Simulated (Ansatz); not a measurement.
Ideal-gas functions of `OC(O)(O)O` at 800 K and 1 bar, from an Ansatz frequency run at PBE0-D4/def2-TZVP.

Molar mass 80.04 g/mol, point group S4 (symmetry number 2), electronic degeneracy 1, moments of inertia 89.144, 89.147, 95.462 u Å². Harmonic wavenumbers (cm⁻¹, unscaled): 255, 328, 328, 341, 472, 492, 597, 597, 624, 896, 1052, 1052, 1165, 1237, 1328, 1436, 1436, 3851, 3851, 3853, 3855.

Use S(trans) = R[1.5 ln M + 2.5 ln T − 1.1517]; rotational temperatures θ = 24.2544 K / I; S(rot) = R[ln(√π/σ · √(T³/θAθBθC)) + 1.5]; for each mode x = 1.438777 ν̃/T, S = R[x/(eˣ − 1) − ln(1 − e⁻ˣ)] and H = RT x/(eˣ − 1); 1 cm⁻¹ = 0.0119627 kJ/mol; R = 8.31446 J/(mol·K).

Q: By hand: the entropy, in J/(mol·K).

A: Translation 184.0. Rotation: θ = 0.2721, 0.2721, 0.2541 K, giving 111.4. Vibration, mode by mode: 14.87, 12.82, 12.82, 12.51, 9.92, 9.60, 8.11, 8.11, 7.78, 5.19, 4.15, 4.15, 3.54, 3.19, 2.81, 2.41, 2.41, 0.06, 0.06, 0.06, 0.06, in all 124.7. Electronic 0.0. Sum 420.1 J/(mol·K).

Q: By hand: H − E and G − E in kJ/mol, counted from the electronic energy.

A: Zero-point energy ½ × 29046 × 0.0119627 = 173.7; thermal vibration 54.7; translation, rotation and pV give 4 RT = 26.6. H − E = 255.0 kJ/mol, and G − E = 255.0 − 800 × 420.1/1000 = -81.1 kJ/mol.

Vibration gives 30 % of the entropy. The sum counts one conformer and one mirror image; others add a mixing term.
